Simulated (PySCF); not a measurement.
# N-Methylsulfinylamine: full NMR table

```yaml
Formula: CH3NOS
SMILES: CN=S=O
InChI: InChI=1S/CH3NOS/c1-2-4-3/h1H3
Point_group_of_the_computed_structure: C1
Degrees_of_unsaturation: 1
Carbon_signals: 1
Proton_signals: 1
```

Molfile (atoms numbered from 1):
```
CH3NOS
     RDKit          3D

  7  6  0  0  0  0  0  0  0  0999 V2000
   -1.5137    2.1183   -1.8297 C   0  0  0  0  0  0  0  0  0  0  0  0
   -2.6901    1.3607   -1.4702 N   0  0  0  0  0  0  0  0  0  0  0  0
   -2.9651   -0.0370   -1.9580 S   0  0  0  0  0  4  0  0  0  0  0  0
   -2.0067   -0.6766   -2.8459 O   0  0  0  0  0  0  0  0  0  0  0  0
   -1.4091    2.1943   -2.9161 H   0  0  0  0  0  0  0  0  0  0  0  0
   -1.5848    3.1155   -1.3995 H   0  0  0  0  0  0  0  0  0  0  0  0
   -0.6096    1.6285   -1.4553 H   0  0  0  0  0  0  0  0  0  0  0  0
  1  2  1  0
  2  3  2  0
  3  4  2  0
  1  5  1  0
  1  6  1  0
  1  7  1  0
M  END
```

Method: σ from GIAO-B97-2/pcSseg-2, PBE0-D3(BJ)/def2-TZVP geometry, in PySCF 2.14.0 with density-fitted response routines (averaged over atoms made equivalent by symmetry, fast rotation or ring inversion, in vacuum, single conformer, relativity neglected).

Shifts are taken against calculated references (same method and geometry level): TMS for $^{1}$H (σ = 31.64 ppm) and $^{13}$C (σ = 185.38 ppm); NH3 for $^{15}$N (σ = 261.75 ppm); $^{17}$O (σ = 327.66 ppm) vs H2O; $^{33}$S (σ = 517.10 ppm) against CS2.

| carbon | δC, type | δH (multiplicity) | HMBC from (2–3 bonds) | span of the C tensor (ppm) |
| --- | --- | --- | --- | --- |
| C1 | 38.5, CH3 | 3.67 (s) | – | 54 |

Other nuclei:
| atoms | nucleus | environment | δ (ppm) | σ (ppm) |
| --- | --- | --- | --- | --- |
| N2 | $^{15}$N | nitrogen bonded to C, S | 375.5 | -113.7 |
| O4 | $^{17}$O | S=O oxygen | 510.6 | -183.0 |
| S3 | $^{33}$S | sulfur bonded to N, O | 687 | -170.3 |

δC 38.5: methyl carbon bonded to N; deshielded by the electronegative neighbour. δH 3.67: hydrogen on a methyl carbon bonded to N; its carbon carries N, an electronegative neighbour.

Shifts are as computed. Against solution values, carbons near 30 ppm lie about +3 ppm off and those near 130 ppm about +7 ppm. Of 1211 compounds with measured shifts, 218 miss one by over three times the rms of a fit or turn the order of signals round; such compounds aren't used in these exercises. Unscaled 17O shifts of doubly bonded oxygen tend to come out too high, by tens of ppm or more. Experimental scales use liquid or dissolved standards, which lie at an offset from isolated NH3 (liquid NH3: subtract about 20 ppm) and H2O (liquid H2O: subtract about 36 ppm). Unscaled 15N shifts of sp2 nitrogen come out 20 to 40 ppm too high even then.
